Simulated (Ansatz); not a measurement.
A first, cheap relaxation of C$_{2}$H$_{5}$FS (`CC(F)S`).

```yaml
crystal:
  periodic: [false, false, false]
  atoms:
    - {symbol: C, position_ang: [0.179100, 0.546700, -0.730900]}
    - {symbol: C, position_ang: [0.191300, -0.654600, 0.120400]}
    - {symbol: F, position_ang: [1.213900, -0.527900, 0.960300]}
    - {symbol: S, position_ang: [-1.244600, -0.836900, 1.087400]}
    - {symbol: H, position_ang: [-0.694600, 0.542500, -1.476100]}
    - {symbol: H, position_ang: [0.030900, 1.512300, -0.134500]}
    - {symbol: H, position_ang: [1.090300, 0.700000, -1.302800]}
    - {symbol: H, position_ang: [0.394100, -1.525500, -0.499000]}
    - {symbol: H, position_ang: [-1.071900, 0.197100, 1.958100]}
basis:
  gaussian: {orbitals: def2-SVP}
hamiltonian: {xc: pbe, dispersion: d4}
relax: {f_tol: 0.03, max_steps: 200}
```

```sh
$ ansatz run in.yaml --threads 2 --pin off --events-out ev --progress --plain --max-ram 4352MiB
```

Shortened log:

```
Functional definition: PBE
mean field -15689.91987776 eV, -576.5939204978 hartree, gradient 6.3e-5 eV, S^2 0.000000; 0 other end points of the search recorded, 0 dependent functions left out
relax step   1: F+E_penalty+E_count = -15690.07554441 eV  Δ(F+E_penalty+E_count) = +0.000e0 eV  max|allowed force component| = 2.798e0 eV/Å  Δτ_max = 0.0000 Å  (26 SCF iters, accepted)
mean field -15690.31365020 eV, -576.6083913683 hartree, gradient 2.0e-5 eV, S^2 0.000000; 0 other end points of the search recorded, 0 dependent functions left out
relax step   2: F+E_penalty+E_count = -15690.46767129 eV  Δ(F+E_penalty+E_count) = -3.921e-1 eV  max|allowed force component| = 1.026e0 eV/Å  Δτ_max = 0.1010 Å  (27 SCF iters, accepted)
mean field -15690.38034344 eV, -576.6108422995 hartree, gradient 1.8e-5 eV, S^2 0.000000; 0 other end points of the search recorded, 0 dependent functions left out
relax step   3: F+E_penalty+E_count = -15690.53353271 eV  Δ(F+E_penalty+E_count) = -6.586e-2 eV  max|allowed force component| = 2.745e-1 eV/Å  Δτ_max = 0.1149 Å  (28 SCF iters, accepted)
mean field -15690.38760666 eV, -576.6111092179 hartree, gradient 1.6e-5 eV, S^2 0.000000; 0 other end points of the search recorded, 0 dependent functions left out
relax step   4: F+E_penalty+E_count = -15690.54070041 eV  Δ(F+E_penalty+E_count) = -7.168e-3 eV  max|allowed force component| = 1.966e-1 eV/Å  Δτ_max = 0.0621 Å  (30 SCF iters, accepted)
mean field -15690.38905505 eV, -576.6111624455 hartree, gradient 1.6e-5 eV, S^2 0.000000; 0 other end points of the search recorded, 0 dependent functions left out
relax step   5: F+E_penalty+E_count = -15690.54243281 eV  Δ(F+E_penalty+E_count) = -1.732e-3 eV  max|allowed force component| = 1.150e-1 eV/Å  Δτ_max = 0.0714 Å  (30 SCF iters, accepted)
mean field -15690.38960508 eV, -576.6111826587 hartree, gradient 1.5e-5 eV, S^2 0.000000; 0 other end points of the search recorded, 0 dependent functions left out
relax step   6: F+E_penalty+E_count = -15690.54282949 eV  Δ(F+E_penalty+E_count) = -3.967e-4 eV  max|allowed force component| = 5.054e-2 eV/Å  Δτ_max = 0.0282 Å  (30 SCF iters, accepted)
mean field -15690.38995949 eV, -576.6111956828 hartree, gradient 1.5e-5 eV, S^2 0.000000; 0 other end points of the search recorded, 0 dependent functions left out
relax step   7: F+E_penalty+E_count = -15690.54322689 eV  Δ(F+E_penalty+E_count) = -3.974e-4 eV  max|allowed force component| = 5.067e-3 eV/Å  Δτ_max = 0.0180 Å  (30 SCF iters, accepted)
mean field -15690.38995949 eV, -576.6111956828 hartree, gradient 1.8e-5 eV, S^2 0.000000; 1 other end points of the search recorded, 0 dependent functions left out
Total energy: -15690.54325283 eV, -576.6168291093 hartree
Atom 0 at     0.159865     0.604013    -0.711488 Å, force     0.001021     0.000997     0.001958 eV/Å
Atom 1 at     0.255310    -0.645461     0.144758 Å, force    -0.001694     0.001893    -0.005068 eV/Å
Atom 2 at     1.410945    -0.576845     0.910559 Å, force    -0.000978    -0.002157     0.003034 eV/Å
Atom 3 at    -1.219465    -0.946841     1.186850 Å, force     0.004254     0.000670     0.000074 eV/Å
Atom 4 at    -0.725425     0.562399    -1.373612 Å, force     0.000091    -0.000436     0.001058 eV/Å
Atom 5 at     0.082747     1.504900    -0.069424 Å, force    -0.003980     0.000468    -0.000709 eV/Å
Atom 6 at     1.072324     0.703308    -1.333871 Å, force     0.002024    -0.001494    -0.000748 eV/Å
Atom 7 at     0.316039    -1.561794    -0.485035 Å, force     0.000058    -0.001308    -0.001161 eV/Å
Atom 8 at    -1.263840     0.310022     1.714163 Å, force    -0.000798     0.001367     0.001561 eV/Å
Dipole moment:    -0.088253     0.223805    -0.270745 e Å
```

Hardware: 2 threads of an Intel Xeon on a shared host. Wall time 24 s, peak host memory 0.13 GiB.
